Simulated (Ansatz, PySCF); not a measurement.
Molecule: methanethiol, CH$_{4}$S, net charge 0, singlet state. SMILES: SC
Geometry: optimised at B3LYP-D3(BJ)/def2-TZVP (Ansatz, a program for electronic structure).

Harmonic wavenumbers (cm⁻¹) at HF/6-31G* (Ansatz, at its own minimum) and at B3LYP-D3(BJ)/def2-TZVP (PySCF, at the structure above). 6-31G* holds six Cartesian d functions. Modes are numbered in rising order, 12 in all, and paired by that order; shown are modes over 250 cm⁻¹ that lie over 6 % from every other mode at both levels, one of each degenerate set, at most eight drawn at random. The second level is harmonic too, so this factor is not the one that brings values to measured fundamentals.

```csv
mode,HF/6-31G* (x),B3LYP-D3(BJ)/def2-TZVP (y)
2,775,699
3,871,801
4,1079,973
6,1521,1360
9,2910,2671
```

Fit one scale factor, y = λ·x, by least squares, and use it for mode 5, which lies at 1219 cm⁻¹ at HF/6-31G*.

λ = Σxy/Σx² = 12130433/13305048 = 0.9117; the rows scatter about it by 16 cm⁻¹ (root mean square). Prediction for mode 5: 1111 cm⁻¹. The wavenumber at B3LYP-D3(BJ)/def2-TZVP is 1099 cm⁻¹, so the fit misses by +12 cm⁻¹, against +120 cm⁻¹ without it. The fit is meant for this molecule alone.
